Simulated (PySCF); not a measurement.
# C2H4F2 (1,1-difluoroethane) at 5 levels

Wanted: a comparison of 5 runs (HF/3-21G, HF/def2-TZVP, PBE0/STO-3G, B3LYP/6-31G*, MP2/cc-pVDZ) of C2H4F2 (1,1-difluoroethane). The job is set up through a Python script.

The results are computed with PySCF 2.14.0.

### 1 The molecule

The species is C2H4F2 (8 atoms), meant as a singlet with charge 0. As SMILES, `CC(F)F`. Geometry: relaxed at PBE0-D4/def2-TZVP.

Bond lengths: C1–C2 1.497 Å, C2–F3 1.361 Å, C2–F4 1.361 Å, C1–H5 1.091 Å, C1–H6 1.091 Å, C1–H7 1.090 Å, C2–H8 1.095 Å. Some angles: C1–C2–F3 110.3°, C1–C2–F4 110.3°, F3–C2–F4 107.0°, C1–C2–H8 114.0°, F3–C2–H8 107.5°, F4–C2–H8 107.5°, C2–C1–H5 109.4°, C2–C1–H6 109.9°, C2–C1–H7 109.9°, H5–C1–H6 109.3°.

### 2 Energy and forces at HF/3-21G (run 1)

The input, run.py:

```python
# CC(F)F
from pyscf import gto, scf

system = gto.M(
    atom=[
    ('C', (0.003300, 0.777600, 0.023300)),
    ('C', (-0.052000, -0.718200, -0.008200)),
    ('F', (0.925500, -1.243400, 0.779100)),
    ('F', (0.168200, -1.172100, -1.271900)),
    ('H', (0.981400, 1.111900, -0.325400)),
    ('H', (-0.157200, 1.132800, 1.041800)),
    ('H', (-0.771000, 1.190600, -0.624000)),
    ('H', (-1.006100, -1.136400, 0.329500)),
],
    spin=0,
    verbose=3,
    max_memory=1860,
    charge=0,
    basis='3-21g',
)

hf = scf.RHF(system)
hf.conv_tol = 1e-10
hf.kernel()
if not hf.converged:
    hf = hf.newton().run(hf.mo_coeff, hf.mo_occ)

etot = hf.e_tot
print('E = %.10f Eh' % etot)
grad = hf.nuc_grad_method().kernel()
dip = hf.dip_moment()
pop, q = hf.mulliken_pop()
```

On the command line:

```console
OMP_NUM_THREADS=1 python run.py
```

Log:

```text
converged SCF energy = -275.442361228071
E = -275.4423612281 Eh
--------------- RHF gradients ---------------
         x                y                z
0 C     0.0023660526    -0.0087118625    -0.0012421510
1 C     0.0250169622     0.0051274621    -0.0089785652
2 F    -0.0130678704     0.0037828345    -0.0113017613
3 F    -0.0025109248     0.0027730681     0.0172184727
4 H     0.0061779035     0.0021221177    -0.0021886990
5 H    -0.0018426719     0.0019924393     0.0066129257
6 H    -0.0056151081     0.0023389061    -0.0036751952
7 H    -0.0105243432    -0.0094249654     0.0035549732
----------------------------------------------
Dipole moment(X, Y, Z, Debye): -1.70841,  1.81536,  0.69435
 ** Mulliken pop  **
pop of  0 C 1s            1.98846
pop of  0 C 2s            0.35663
pop of  0 C 3s            1.15316
pop of  0 C 2px           0.56033
pop of  0 C 2py           0.54736
pop of  0 C 2pz           0.55928
pop of  0 C 3px           0.60339
pop of  0 C 3py           0.33546
pop of  0 C 3pz           0.58967
pop of  1 C 1s            1.98697
pop of  1 C 2s            0.40497
pop of  1 C 3s            0.76447
pop of  1 C 2px           0.50852
pop of  1 C 2py           0.58516
pop of  1 C 2pz           0.38897
pop of  1 C 3px           0.33047
pop of  1 C 3py           0.30202
pop of  1 C 3pz           0.12467
pop of  2 F 1s            1.98532
pop of  2 F 2s            0.44411
pop of  2 F 3s            1.56186
pop of  2 F 2px           0.77757
pop of  2 F 2py           0.86758
pop of  2 F 2pz           0.81620
pop of  2 F 3px           0.95477
pop of  2 F 3py           1.01343
pop of  2 F 3pz           0.98865
pop of  3 F 1s            1.98532
pop of  3 F 2s            0.44411
pop of  3 F 3s            1.56186
pop of  3 F 2px           0.88986
pop of  3 F 2py           0.87626
pop of  3 F 2pz           0.69521
pop of  3 F 3px           1.02902
pop of  3 F 3py           1.01908
pop of  3 F 3pz           0.90879
pop of  4 H 1s            0.46074
pop of  4 H 2s            0.28914
pop of  5 H 1s            0.46377
pop of  5 H 2s            0.30692
pop of  6 H 1s            0.46380
pop of  6 H 2s            0.30683
pop of  7 H 1s            0.50128
pop of  7 H 2s            0.29855
 ** Mulliken atomic charges  **
charge of    0C =     -0.69376
charge of    1C =      0.60378
charge of    2F =     -0.40949
charge of    3F =     -0.40951
charge of    4H =      0.25012
charge of    5H =      0.22931
charge of    6H =      0.22937
charge of    7H =      0.20017
```

Run time: 2.1 s. Hardware: 1 thread of Intel Xeon at 2.70GHz, shared host; peak memory 0.12 GiB.

### 3 Energy and forces at HF/def2-TZVP (run 2)

The input, input.py:

```python
# CC(F)F
from pyscf import gto, scf

mol = gto.M(
    atom='''
C      0.006236     1.469451     0.044031
C     -0.098266    -1.357201    -0.015496
F      1.748942    -2.349685     1.472286
F      0.317852    -2.214948    -2.403543
H      1.854577     2.101186    -0.614917
H     -0.297065     2.140682     1.968717
H     -1.456979     2.249908    -1.179189
H     -1.901253    -2.147485     0.622665
''',
    unit='bohr',
    max_memory=1860,
    verbose=4,
    basis='def2-tzvp',
    spin=0,
)

calc0 = scf.RHF(mol)
calc0.conv_tol = 1e-10
calc0.kernel()
if not calc0.converged:
    calc0 = calc0.newton().run(calc0.mo_coeff, calc0.mo_occ)

etot = calc0.e_tot
print('E(%s) = %.9f' % ('HF', etot))
grad = calc0.nuc_grad_method().kernel()
dip = calc0.dip_moment()
pop, q = calc0.mulliken_pop()
```

On the command line:

```console
OMP_NUM_THREADS=1 python input.py
```

Log:

```text
PySCF version 2.14.0

[... 62 lines left out ...]
converged SCF energy = -277.067806486733
[... 12 lines left out ...]
Dipole moment(X, Y, Z, Debye): -1.60408,  1.74496,  0.65342
[... 157 lines left out ...]
charge of    7H =      0.06793
```

Wall time 44 s (1 thread of Intel Xeon at 2.70GHz, shared host); peak memory 0.58 GiB.

Runs 3 to 4 aren't shown in full; the table further down has their settings and results.

### 4 Energy and gradient at MP2/cc-pVDZ (run 5)

The input, job.py:

```python
import pyscf.grad
from pyscf import gto, scf, mp

molecule = gto.Mole()
molecule.atom = '''
C      0.003300     0.777600     0.023300
C     -0.052000    -0.718200    -0.008200
F      0.925500    -1.243400     0.779100
F      0.168200    -1.172100    -1.271900
H      0.981400     1.111900    -0.325400
H     -0.157200     1.132800     1.041800
H     -0.771000     1.190600    -0.624000
H     -1.006100    -1.136400     0.329500
'''
molecule.charge = 0
molecule.spin = 0
molecule.verbose = 3
molecule.max_memory = 1860
molecule.basis = 'cc-pvdz'
molecule.build()

calc0 = scf.RHF(molecule)
calc0.conv_tol = 1e-10
calc0.kernel()
if not calc0.converged:
    calc0 = calc0.newton().run(calc0.mo_coeff, calc0.mo_occ)

pt = mp.MP2(calc0, frozen=4).run()
energy = pt.e_tot
print('Final energy', energy)
grad = pt.Gradients().kernel()
calc0.analyze()
```

On the command line:

```console
OMP_NUM_THREADS=1 python job.py
```

Log:

```text
converged SCF energy = -276.961248971519
[... 15 lines left out ...]
MO #4   energy= -11.2460708762588  occ= 2
[... 8 lines left out ...]
MO #13  energy= -0.615930324277257 occ= 2
[... 8 lines left out ...]
MO #22  energy= 0.328925254006319  occ= 0
[... 8 lines left out ...]
MO #31  energy= 0.812292219936642  occ= 0
[... 8 lines left out ...]
MO #40  energy= 1.45430933811844   occ= 0
[... 8 lines left out ...]
MO #49  energy= 1.86535852474799   occ= 0
[... 8 lines left out ...]
MO #58  energy= 2.28627093228898   occ= 0
[... 8 lines left out ...]
MO #67  energy= 3.97628675798086   occ= 0
[... 8 lines left out ...]
MO #76  energy= 4.5377562310765    occ= 0
[... 9 lines left out ...]
Dipole moment(X, Y, Z, Debye): -1.61233,  1.72550,  0.65581
```

Wall time 15 s (1 thread of Intel Xeon at 2.70GHz, shared host); peak memory 0.34 GiB.

### 5 The series

```tsv
run	level	integration grid	Cartesian functions	energy (Eh)	dipole moment (D) of the reference	HOMO energy (eV)	LUMO energy (eV)	wall time
1	HF/3-21G	–	no	-275.442361	2.59	-13.70	7.43	2.1 s
2	HF/def2-TZVP	–	no	-277.067806	2.46	-14.02	3.94	44 s
3	PBE0/STO-3G	5	no	-274.200574	1.18	-5.10	8.91	11 s
4	B3LYP/6-31G* (Cartesian functions)	5	yes	-278.301299	1.93	-8.95	2.89	30 s
5	MP2/cc-pVDZ	–	no	-277.613490	2.45	-13.89	5.05	15 s
```

### 6 Results

| quantity | value |
| --- | --- |
| run 5: total energy | -277.61349 Eh |
| run 5: dipole moment (Hartree–Fock density) | 2.45 D |
| run 5: HOMO energy (Hartree–Fock orbitals) | -13.89 eV |
| run 5: LUMO energy (Hartree–Fock orbitals) | 5.05 eV |
| run 5: HOMO–LUMO gap (Hartree–Fock orbitals) | 18.94 eV |
| run 5: correlation energy (4 core orbitals frozen) | -652.2 mEh |
| run 5: largest force on an atom | 0.418 eV/Å |

Over runs 1, 2, 3, 4 the dipole moment (its size) runs from 1.18 D (PBE0/STO-3G) to 2.59 D (HF/3-21G). The two ends differ in method and basis. Over runs 1, 2, 3, 4 the HOMO–LUMO gap runs from 11.84 eV (B3LYP/6-31G*) to 21.13 eV (HF/3-21G). Totals of different functionals can't be ranked against each other. In run 3 the basis is minimal, so the values are rough. All runs together took 1.7 min, the longest 44 s.
